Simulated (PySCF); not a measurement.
# SiN: from the state search to spectroscopic constants, part 2 of 2

PySCF 2.14.0; Si aug-cc-pV(D+d)Z, N aug-cc-pVDZ; no relativity. Earlier steps stand in the parts before.

## 7. B97-3 (global hybrid GGA)

Output of the SCF at 1.575 Å:

```text
[... 13 set-up lines left out, the same as in an earlier log ...]
max_memory 909 MB (current use 369 MB)
[... 3 set-up lines left out, the same as in an earlier log ...]
XC functionals = HYB_GGA_XC_B97_3
    T. W. Keal and D. J. Tozer.,  J. Chem. Phys. 123, 121103 (2005)
[... 2 set-up lines left out, the same as in an earlier log ...]
init E= -344.076211395043
cycle= 1 E= -344.076226394759  delta_E= -1.5e-05  |g|= 0.0169  |ddm|= 0.0658
cycle= 2 E= -344.074888499786  delta_E= 0.00134  |g|= 0.0522  |ddm|= 0.0866
cycle= 3 E= -344.076387012117  delta_E= -0.0015  |g|= 0.00122  |ddm|= 0.0667
cycle= 4 E= -344.07639003326  delta_E= -3.02e-06  |g|= 0.000568  |ddm|= 0.00425
cycle= 5 E= -344.076391851666  delta_E= -1.82e-06  |g|= 0.000314  |ddm|= 0.00441
cycle= 6 E= -344.076392575938  delta_E= -7.24e-07  |g|= 0.000165  |ddm|= 0.00368
cycle= 7 E= -344.076392681844  delta_E= -1.06e-07  |g|= 2.56e-05  |ddm|= 0.00169
cycle= 8 E= -344.076392684289  delta_E= -2.45e-09  |g|= 5.97e-06  |ddm|= 0.000278
cycle= 9 E= -344.07639268433  delta_E= -4.06e-11  |g|= 1.57e-06  |ddm|= 2.41e-05
Extra cycle  E= -344.076392684329  delta_E= 4.55e-13  |g|= 3.26e-06  |ddm|= 8.25e-06
converged SCF energy = -344.076392684329  <S^2> = 0.77367105  2S+1 = 2.0235326
```

Re = 1.573 Å, ωe = 1175 cm⁻¹, ωexe = 6.40 cm⁻¹, αe = 0.00515 cm⁻¹, Be = 0.7300 cm⁻¹, De = 4.40 eV, μ = -2.82 D.

## 8. MN15 (hybrid meta-GGA)

Log of the SCF at 1.575 Å:

```text
[... 17 set-up lines left out, the same as in an earlier log ...]
XC functionals = MN15
    H. S. Yu, X. He, S. L. Li, and D. G. Truhlar.,  Chem. Sci. 7, 5032-5051 (2016)
    H. S. Yu, X. He, S. L. Li, and D. G. Truhlar.,  Chem. Sci. 7, 5032-5051 (2016)
[... 2 set-up lines left out, the same as in an earlier log ...]
init E= -343.931474943022
cycle= 1 E= -343.934088991838  delta_E= -0.00261  |g|= 0.0306  |ddm|= 0.426
cycle= 2 E= -343.931547151192  delta_E= 0.00254  |g|= 0.0763  |ddm|= 0.154
cycle= 3 E= -343.934613562453  delta_E= -0.00307  |g|= 0.00316  |ddm|= 0.101
cycle= 4 E= -343.934635127641  delta_E= -2.16e-05  |g|= 0.00145  |ddm|= 0.0163
cycle= 5 E= -343.934642138586  delta_E= -7.01e-06  |g|= 0.000531  |ddm|= 0.0109
cycle= 6 E= -343.93464341577  delta_E= -1.28e-06  |g|= 0.000101  |ddm|= 0.00663
cycle= 7 E= -343.934643445488  delta_E= -2.97e-08  |g|= 5.56e-05  |ddm|= 0.000556
cycle= 8 E= -343.934643457588  delta_E= -1.21e-08  |g|= 2.77e-05  |ddm|= 0.00037
cycle= 9 E= -343.934643462838  delta_E= -5.25e-09  |g|= 1.45e-05  |ddm|= 0.000265
cycle= 10 E= -343.934643464742  delta_E= -1.9e-09  |g|= 3.27e-06  |ddm|= 0.000224
cycle= 11 E= -343.934643464814  delta_E= -7.13e-11  |g|= 9.49e-07  |ddm|= 4.89e-05
Extra cycle  E= -343.93464346481  delta_E= 3.18e-12  |g|= 2.37e-06  |ddm|= 5.02e-06
converged SCF energy = -343.93464346481  <S^2> = 0.77698079  2S+1 = 2.0268012
```

Re = 1.568 Å, ωe = 1179 cm⁻¹, ωexe = 6.39 cm⁻¹, αe = 0.00515 cm⁻¹, Be = 0.7350 cm⁻¹, De = 4.47 eV, μ = -2.70 D. 16 s of CPU time for 12 points, integrals apart.

## 9. BLYP

The SCF at the reference distance, 1.575 Å, printed:

```text
[... 17 set-up lines left out, the same as in an earlier log ...]
XC functionals = BLYP
    A. D. Becke.,  Phys. Rev. A 38, 3098 (1988)
    C. Lee, W. Yang, and R. G. Parr.,  Phys. Rev. B 37, 785 (1988)
    B. Miehlich, A. Savin, H. Stoll, and H. Preuss.,  Chem. Phys. Lett. 157, 200 (1989)
[... 2 set-up lines left out, the same as in an earlier log ...]
init E= -344.130720216516
cycle= 1 E= -344.133603904917  delta_E= -0.00288  |g|= 0.0267  |ddm|= 0.341
cycle= 2 E= -344.12728282979  delta_E= 0.00632  |g|= 0.111  |ddm|= 0.162
cycle= 3 E= -344.133568209709  delta_E= -0.00629  |g|= 0.0267  |ddm|= 0.168
cycle= 4 E= -344.134010218939  delta_E= -0.000442  |g|= 0.00248  |ddm|= 0.0368
cycle= 5 E= -344.134021180054  delta_E= -1.1e-05  |g|= 0.000956  |ddm|= 0.0114
cycle= 6 E= -344.134024481493  delta_E= -3.3e-06  |g|= 0.000474  |ddm|= 0.00948
cycle= 7 E= -344.134024692546  delta_E= -2.11e-07  |g|= 0.000106  |ddm|= 0.002
cycle= 8 E= -344.134024699786  delta_E= -7.24e-09  |g|= 1.4e-05  |ddm|= 0.000275
cycle= 9 E= -344.134024700033  delta_E= -2.47e-10  |g|= 7.76e-06  |ddm|= 8.38e-05
Extra cycle  E= -344.134024699018  delta_E= 1.01e-09  |g|= 4.34e-05  |ddm|= 6.06e-05
converged SCF energy = -344.134024699018  <S^2> = 0.75992519  2S+1 = 2.0099007
```

Re = 1.593 Å, ωe = 1108 cm⁻¹, ωexe = 6.16 cm⁻¹, αe = 0.00541 cm⁻¹, Be = 0.7122 cm⁻¹, De = 4.94 eV, μ = -2.89 D. 6.1 s of CPU time for 12 points, integrals apart.

## 10. HSE06

Output of the SCF at 1.575 Å:

```text
[... 17 set-up lines left out, the same as in an earlier log ...]
XC functionals = HSE06
    J. Heyd, G. E. Scuseria, and M. Ernzerhof.,  J. Chem. Phys. 118, 8207 (2003)
    J. Heyd, G. E. Scuseria, and M. Ernzerhof.,  J. Chem. Phys. 124, 219906 (2006)
    A. V. Krukau, O. A. Vydrov, A. F. Izmaylov, and G. E. Scuseria.,  J. Chem. Phys. 125, 224106 (2006)
[... 2 set-up lines left out, the same as in an earlier log ...]
init E= -343.959440660761
cycle= 1 E= -343.959448024813  delta_E= -7.36e-06  |g|= 0.00353  |ddm|= 0.0316
cycle= 2 E= -343.959374100263  delta_E= 7.39e-05  |g|= 0.012  |ddm|= 0.0191
cycle= 3 E= -343.959453948085  delta_E= -7.98e-05  |g|= 0.000675  |ddm|= 0.0158
cycle= 4 E= -343.959454291798  delta_E= -3.44e-07  |g|= 4.48e-05  |ddm|= 0.00115
cycle= 5 E= -343.95945429594  delta_E= -4.14e-09  |g|= 2.79e-05  |ddm|= 0.000176
cycle= 6 E= -343.95945429917  delta_E= -3.23e-09  |g|= 1.22e-05  |ddm|= 0.000203
cycle= 7 E= -343.959454300199  delta_E= -1.03e-09  |g|= 6.4e-06  |ddm|= 0.000149
cycle= 8 E= -343.959454300354  delta_E= -1.55e-10  |g|= 1.87e-06  |ddm|= 6.13e-05
Extra cycle  E= -343.959454300349  delta_E= 4.83e-12  |g|= 4.38e-06  |ddm|= 9.62e-06
converged SCF energy = -343.959454300349  <S^2> = 0.78269954  2S+1 = 2.0324365
```

Re = 1.574 Å, ωe = 1165 cm⁻¹, ωexe = 6.88 cm⁻¹, αe = 0.00535 cm⁻¹, Be = 0.7295 cm⁻¹, De = 4.23 eV, μ = -2.77 D. 12 s of CPU time for 12 points, integrals apart.

## 11. ROHF (mean field)

Output of the SCF at 1.575 Å:

```text
******** <class 'pyscf.scf.hf_symm.SymAdaptedROHF'> ********
method = SymAdaptedROHF
[... 11 set-up lines left out, the same as in an earlier log ...]
max_memory 909 MB (current use 370 MB)
num. doubly occ = 10  num. singly occ = 1
Overwritten attributes  get_j get_hcore get_k get_jk get_occ  of <class 'pyscf.scf.hf_symm.SymAdaptedROHF'>
[... 1 set-up line left out, the same as in an earlier log ...]
init E= -343.258023440118
cycle= 1 E= -343.263007499773  delta_E= -0.00498  |g|= 0.0506  |ddm|= 0.518
cycle= 2 E= -343.26539537949  delta_E= -0.00239  |g|= 0.0375  |ddm|= 0.131
cycle= 3 E= -343.266102233504  delta_E= -0.000707  |g|= 0.0213  |ddm|= 0.0744
cycle= 4 E= -343.266540772237  delta_E= -0.000439  |g|= 0.00589  |ddm|= 0.0626
cycle= 5 E= -343.266591560638  delta_E= -5.08e-05  |g|= 0.00171  |ddm|= 0.0264
cycle= 6 E= -343.266594973915  delta_E= -3.41e-06  |g|= 0.000742  |ddm|= 0.0147
cycle= 7 E= -343.266595917611  delta_E= -9.44e-07  |g|= 0.000206  |ddm|= 0.00784
cycle= 8 E= -343.266595969505  delta_E= -5.19e-08  |g|= 3.65e-05  |ddm|= 0.00164
cycle= 9 E= -343.266595970404  delta_E= -8.99e-10  |g|= 1.41e-05  |ddm|= 0.000328
Extra cycle  E= -343.266595970498  delta_E= -9.41e-11  |g|= 1.15e-05  |ddm|= 0.000203
converged SCF energy = -343.266595970498
```

Re = 1.544 Å, ωe = 1276 cm⁻¹, ωexe = 5.18 cm⁻¹, αe = 0.00467 cm⁻¹, Be = 0.7577 cm⁻¹, De = 0.83 eV, μ = -2.53 D. 1.9 s of CPU time for 12 points, integrals apart.

## 12. Correlated methods on the Hartree–Fock reference

Reference: ROHF; core orbitals frozen: 6.

Log of the coupled-cluster run at 1.575 Å:

```text
******** <class 'pyscf.cc.uccsd.UCCSD'> ********
CC2 = 0
CCSD nocc = (np.int64(5), np.int64(4)), nmo = (49, 49)
frozen orbitals [[0, 1, 2, 3, 4, 5], [0, 1, 2, 3, 4, 5]]
max_cycle = 80
direct = 0
conv_tol = 1e-07
conv_tol_normt = 1e-05
diis_space = 8
diis_start_cycle = 0
diis_start_energy_diff = 1e+09
max_memory 909 MB (current use 386 MB)
Init t2, MP2 energy = -0.237470521354972
Init E_corr(UCCSD) = -0.241039663052483
cycle = 1  E_corr(UCCSD) = -0.241686044576075  dE = -0.000646381524  norm(t1,t2) = 0.13505
cycle = 2  E_corr(UCCSD) = -0.256344256414066  dE = -0.0146582118  norm(t1,t2) = 0.0544956
cycle = 3  E_corr(UCCSD) = -0.256408023846919  dE = -6.37674329e-05  norm(t1,t2) = 0.0439968
cycle = 4  E_corr(UCCSD) = -0.262622828174382  dE = -0.00621480433  norm(t1,t2) = 0.0294288
cycle = 5  E_corr(UCCSD) = -0.263666074788749  dE = -0.00104324661  norm(t1,t2) = 0.0121958
cycle = 6  E_corr(UCCSD) = -0.26365182633517  dE = 1.42484536e-05  norm(t1,t2) = 0.00710883
cycle = 7  E_corr(UCCSD) = -0.26387783920478  dE = -0.00022601287  norm(t1,t2) = 0.00333406
cycle = 8  E_corr(UCCSD) = -0.263885259277783  dE = -7.420073e-06  norm(t1,t2) = 0.00148105
cycle = 9  E_corr(UCCSD) = -0.263857985096657  dE = 2.72741811e-05  norm(t1,t2) = 0.000650002
cycle = 10  E_corr(UCCSD) = -0.263875974054873  dE = -1.79889582e-05  norm(t1,t2) = 0.000227943
cycle = 11  E_corr(UCCSD) = -0.263878692416549  dE = -2.71836168e-06  norm(t1,t2) = 9.47738e-05
cycle = 12  E_corr(UCCSD) = -0.263877457503556  dE = 1.23491299e-06  norm(t1,t2) = 4.01563e-05
cycle = 13  E_corr(UCCSD) = -0.263876884240844  dE = 5.73262712e-07  norm(t1,t2) = 1.70007e-05
cycle = 14  E_corr(UCCSD) = -0.263876670363467  dE = 2.13877377e-07  norm(t1,t2) = 8.61474e-06
cycle = 15  E_corr(UCCSD) = -0.263876933701642  dE = -2.63338175e-07  norm(t1,t2) = 3.83086e-06
cycle = 16  E_corr(UCCSD) = -0.263876994884871  dE = -6.11832288e-08  norm(t1,t2) = 1.55038e-06
UCCSD converged
E(UCCSD) = -343.5304729653833  E_corr = -0.2638769948848707
UCCSD(T) correction = -0.0154253166385653
```

Correlation energy (eV) along the bond:

| R (Å) | MP2 | SCS-MP2 | CCSD | CCSD(T) | T1 |
| --- | --- | --- | --- | --- | --- |
| 1.355 | -5.908 | -5.814 | n/a | n/a | n/a |
| 1.417 | -6.082 | -5.981 | -6.810 | -7.145 | 0.065 |
| 1.480 | -6.266 | -6.156 | -6.960 | -7.327 | 0.066 |
| 1.528 | -6.409 | -6.292 | -7.071 | -7.463 | 0.067 |
| 1.575 | -6.557 | -6.431 | -7.180 | -7.600 | 0.067 |
| 1.622 | -6.708 | -6.574 | -7.289 | -7.737 | 0.068 |
| 1.685 | -6.916 | -6.771 | -7.431 | -7.922 | 0.069 |
| 1.764 | -7.185 | -7.023 | -7.607 | -8.154 | 0.070 |
| 1.859 | -7.522 | -7.339 | -7.817 | -8.439 | 0.074 |
| 1.984 | -7.998 | -7.783 | n/a | n/a | n/a |

ROHF-MP2: Re = 1.613 Å, ωe = 1031 cm⁻¹, ωexe = 6.98 cm⁻¹, αe = 0.00606 cm⁻¹, Be = 0.6940 cm⁻¹, De = 3.90 eV.

ROHF-SCS-MP2: Re = 1.609 Å, ωe = 1050 cm⁻¹, ωexe = 6.76 cm⁻¹, αe = 0.00589 cm⁻¹, Be = 0.6981 cm⁻¹, De = 3.83 eV.

ROHF-CCSD: Re = 1.590 Å, ωe = 1133 cm⁻¹, ωexe = 5.76 cm⁻¹, αe = 0.00513 cm⁻¹, Be = 0.7141 cm⁻¹, De = 3.45 eV.

ROHF-CCSD(T): Re = 1.605 Å, ωe = 1077 cm⁻¹, ωexe = 6.44 cm⁻¹, αe = 0.00560 cm⁻¹, Be = 0.7011 cm⁻¹, De = 3.81 eV.

## 13. All curves

Energy (eV) from each level's lowest point:

| R (Å) | ROHF | ROHF-MP2 | ROHF-SCS-MP2 | ROHF-CCSD | ROHF-CCSD(T) | PBE | BLYP | r²SCAN | PBE0 | B97-3 | HSE06 | MN15 |
| --- | --- | --- | --- | --- | --- | --- | --- | --- | --- | --- | --- | --- |
| 1.355 | 1.415 | 2.074 | 2.034 | n/a | n/a | 1.876 | 1.890 | 1.767 | 1.705 | 1.716 | 1.702 | 1.618 |
| 1.417 | 0.555 | 1.039 | 1.007 | 0.908 | 1.006 | 0.884 | 0.897 | 0.806 | 0.764 | 0.768 | 0.763 | 0.710 |
| 1.480 | 0.119 | 0.419 | 0.396 | 0.321 | 0.388 | 0.311 | 0.321 | 0.264 | 0.240 | 0.241 | 0.240 | 0.212 |
| 1.528 | 0.000 | 0.158 | 0.141 | 0.092 | 0.133 | 0.088 | 0.094 | 0.065 | 0.053 | 0.053 | 0.053 | 0.040 |
| 1.575 | 0.018 | 0.028 | 0.019 | 0.000 | 0.013 | 0.000 | 0.000 | 0.000 | 0.000 | 0.000 | 0.000 | 0.000 |
| 1.622 | 0.141 | 0.000 | 0.000 | 0.015 | 0.000 | 0.017 | 0.011 | 0.039 | 0.051 | 0.052 | 0.050 | 0.063 |
| 1.685 | 0.430 | 0.081 | 0.093 | 0.162 | 0.105 | 0.163 | 0.146 | 0.212 | 0.239 | 0.243 | 0.236 | 0.265 |
| 1.764 | 0.927 | 0.309 | 0.337 | 0.483 | 0.369 | 0.480 | 0.447 | 0.554 | 0.598 | 0.610 | 0.592 | 0.643 |
| 1.859 | 1.644 | 0.689 | 0.738 | 0.990 | 0.801 | 0.974 | 0.921 | 1.054 | 1.112 | 1.145 | 1.101 | 1.185 |
| 1.984 | 2.690 | 1.259 | 1.340 | n/a | n/a | 1.700 | 1.622 | 1.733 | 1.796 | 1.864 | 1.779 | 1.901 |

## 14. Constants by level of theory

What follows sums up all 2 parts.

Lowest PBE0 solution found, without spin–orbit coupling: ²Σ⁺ (doublet), unpaired electrons σ ↑. State 2 has its PBE0 minimum 0.05 eV higher. State 3 has its PBE0 minimum 2.27 eV higher. The other levels ran on the lowest alone.

| level | Re (Å) | ωe (cm⁻¹) | De (eV) | μ (D) |
| --- | --- | --- | --- | --- |
| ROHF | 1.544 | 1276 | 0.83 | -2.53 |
| ROHF-MP2 | 1.613 | 1031 | 3.90 | n/a |
| ROHF-SCS-MP2 | 1.609 | 1050 | 3.83 | n/a |
| ROHF-CCSD | 1.590 | 1133 | 3.45 | n/a |
| ROHF-CCSD(T) | 1.605 | 1077 | 3.81 | n/a |
| PBE | 1.589 | 1124 | 4.96 | -2.83 |
| BLYP | 1.593 | 1108 | 4.94 | -2.89 |
| r²SCAN | 1.579 | 1152 | 4.37 | -2.69 |
| PBE0 | 1.573 | 1169 | 4.24 | -2.77 |
| B97-3 | 1.573 | 1175 | 4.40 | -2.82 |
| HSE06 | 1.574 | 1165 | 4.23 | -2.77 |
| MN15 | 1.568 | 1179 | 4.47 | -2.70 |

De is counted to Si + N in their ground configurations. A positive dipole means Si(−)N(+).

Time per point (s) on 1 thread, shared host (CPU time, shared integrals of 0.096 s apart; correlated levels include their reference; CCSD comes with the CCSD(T) run); the times are rough: ROHF 0.16, ROHF-MP2 0.27, ROHF-SCS-MP2 0.27, ROHF-CCSD(T) 4.8, PBE 0.89, BLYP 0.51, r²SCAN 1.2, PBE0 0.92, B97-3 0.66, HSE06 1, MN15 1.3.

In words: Bond lengths run from 1.544 Å (ROHF) to 1.613 Å (ROHF-MP2). Of the levels with a De here, ROHF gives the least (0.83 eV) and PBE the most (4.96 eV).

Correlated steps freeze 6 core orbitals. T1 is 0.067 near the minimum (highest on the curve 0.074), which may point to more than one leading configuration.
